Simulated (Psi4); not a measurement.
Psi4 input (wB97X-D/6-311+G**):

```
memory 1500 MB

molecule {
0 1
C    -0.00000000   -0.00000000   -0.59839493
C     0.00000000    0.00000000    0.59839493
H     0.00000000    0.00000000    1.66106699
H    -0.00000000   -0.00000000   -1.66106699
symmetry c1
no_reorient
no_com
}

set {
  basis 6-311+G**
  reference rks
  scf_type pk
  dft_radial_points 99
  dft_spherical_points 590
  e_convergence 1e-8
  d_convergence 1e-7
  maxiter 150
}

e = energy('wb97x-d')
print_out(f'\nFINAL {e:.10f} DIPOLE {variable("CURRENT DIPOLE")[0]:.6f} {variable("CURRENT DIPOLE")[1]:.6f} {variable("CURRENT DIPOLE")[2]:.6f}\n')
```

Task: What final total energy does it give?

Result: -77.32010 Eh.
